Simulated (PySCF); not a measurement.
Cartesian coordinates in Å; atom numbers follow the order of the lines, from 1:
```xyz
5

N    -0.4849    0.1334   -0.2302
O     0.8928   -0.2040   -0.3272
H    -0.5884    0.5170    0.7049
H    -0.9676   -0.7604   -0.2218
H     1.1765    0.2788   -1.1073
```

Geometry: PBE0-D3(BJ)/def2-TZVP; GIAO shifts from PySCF 2.14.0 with density-fitted response routines, gas phase, non-relativistic, averaged over equivalent atoms.

At KT3/pcSseg-2 (114 basis functions, 5.9 s wall time on 1 thread of an Arm Neoverse N1, shared host):
```csv
atoms,δ (ppm)
N1,130.6
O2,80.4
H3/H4,4.80
H5,2.79
```

Chemical shifts δ = σref − σ; ¹⁵N (σ = 261.05 ppm) against NH3; H2O for ¹⁷O (σ = 325.30 ppm); ¹H (σ = 31.63 ppm) vs TMS, all at this level.

Question: Predict the values at wB97X-D/pcSseg-2 on the same geometry.

Answer: 
```
atoms  δ at wB97X-D/pcSseg-2  change
   N1                  125.2    -5.4
   O2                   65.3   -15.1
H3/H4                   4.69   -0.11
   H5                   3.03   +0.24
```

References, each an isolated molecule treated in the same way: ¹⁵N (262.16 ppm) vs NH3; ¹⁷O (328.24 ppm) against H2O; ¹H (31.63 ppm) vs TMS.

The largest change is at O2 (N–OH oxygen). Cost: 114 basis functions, 5 s wall time on 1 thread of an Arm Neoverse N1, shared host.

Experimental scales use liquid or dissolved standards, which lie at an offset from isolated NH3 (liquid NH3: subtract about 20 ppm) and H2O (liquid H2O: subtract about 36 ppm).
